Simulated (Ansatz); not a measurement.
Relaxation of CH5MgN (8 atoms, charge 0, multiplicity 1), to a largest force component of 0.015 eV/Å in at most 40 steps.

Method: RKS B3LYP-D4/def2-SVP in Ansatz.

```xyz
8
Properties=species:S:1:pos:R:3:forces:R:3
C -1.059 1.218 -0.653 0.60 1.63 0.97
Mg 0.119 -0.259 0.266 0.64 -0.75 0.45
N 1.274 -1.716 1.147 1.55 1.80 -0.85
H -1.896 0.793 -1.173 -0.94 -0.45 -0.42
H -0.503 1.813 -1.429 -0.17 -0.30 0.52
H -1.478 1.981 0.109 0.50 -0.96 -0.97
H 2.314 -1.356 1.152 -2.24 -0.90 0.11
H 1.321 -2.532 0.524 0.06 -0.07 0.19
```

Q: Where does it end, and by what steps?

A: The run converged. After 5 steps the energy has fallen by 0.408 eV; N3 moved furthest, 0.38 Å.

```csv
step,energy less start (eV),largest force component (eV/Å),accepted
0,0.0000,2.239,yes
1,-0.2553,1.227,yes
2,-0.3762,0.866,yes
3,-0.4056,0.231,yes
4,-0.4080,0.020,yes
5,-0.4081,0.014,yes
```

```xyz
8
Properties=species:S:1:pos:R:3
C -1.059 1.231 -0.649
Mg 0.219 -0.242 0.119
N 1.376 -1.579 0.811
H -1.943 0.785 -1.139
H -0.558 1.860 -1.405
H -1.436 1.906 0.139
H 2.227 -1.431 1.350
H 1.265 -2.588 0.718
```

Whether the end is a true minimum wasn't checked by a vibrational analysis.

Time of the run: 6.2 s on 1 thread of AMD EPYC 9R45 96-Core Processor (Zen 5) (shared host), peak memory 0.15 GiB.
